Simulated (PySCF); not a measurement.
3C-SiC: correlation energy from several methods in one and the same small orbital space (PySCF; 2 atoms at the zone centre, 8 electrons in 58 orbitals, empty ones MP2 natural orbitals of a TZ basis, lattice constant set to 4.5759 Å). Its volume lies 16 % above that of the crystal's usual cell. It tests the methods against each other and lies far from the crystal's limit.

```csv
method,E_corr (eV per atom),share of CCSDT(Q) (%),difference (meV)
MP2,-2.4217,78.1,680
CCSD,-2.9723,95.8,129
CCSD(T),-3.0739,99.1,27
CCSDT,-3.0936,99.8,8
CCSDT(Q),-3.1013,100.0,0
```

MP2, (T) and (Q) use filled levels shifted down by the Madelung term, which in so small a cell is a large part of the gap, so these rows hang on it.

CCSDT(Q) is the highest level reached here, not an exact value.
